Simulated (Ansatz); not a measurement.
Cs2AgBiBr6 (Fm-3m, No. 225) was calculated with PBEsol (Ansatz, a quantum-chemistry and plane-wave program, plane waves, PAW).

Settings: plane-wave cutoff 520 eV, 6×6×6 k mesh, Fermi–Dirac smearing 0.01 eV, no spin polarisation, scalar-relativistic PAW data made under PBE.

Computed at the level's own relaxed cell.

Question: What does this level give for the band gap, smallest direct gap on the k points sampled, direct gap at Γ and lattice constant a?

Answer: 
- band gap: 1.10 eV
- smallest direct gap on the k points sampled: 2.28 eV
- direct gap at Γ: 2.69 eV
- lattice constant a: 11.187 Å

Spin–orbit coupling is not included; with these elements it can move the gap by several tenths of an eV or more.

Static lattice: no zero-point or thermal effects.

Cost on a shared machine: very roughly 2.6 core-minutes.
